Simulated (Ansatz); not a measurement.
**How the elastic constant C13 of body-centred tetragonal In moves with the method**

No measured value is used here.

| level (code) | value (GPa) | cell (Å³/atom) |
|---|---|---|
| PBE (Ansatz) | 33.8 | 27.47 |
| r²SCAN (Ansatz) | 41.0 | 26.26 |
| HSE06 (Ansatz) | 30.5 | 26.65 |

HSE06: hybrids on metals are sensitive to the k mesh. Each level is taken at its own relaxed cell. Cutoffs and k meshes differ between the levels. Ansatz's density-functional and Hartree–Fock values are scalar-relativistic unless marked +SOC, with PAW data made under PBE.

Ansatz is a quantum-chemistry and plane-wave program.
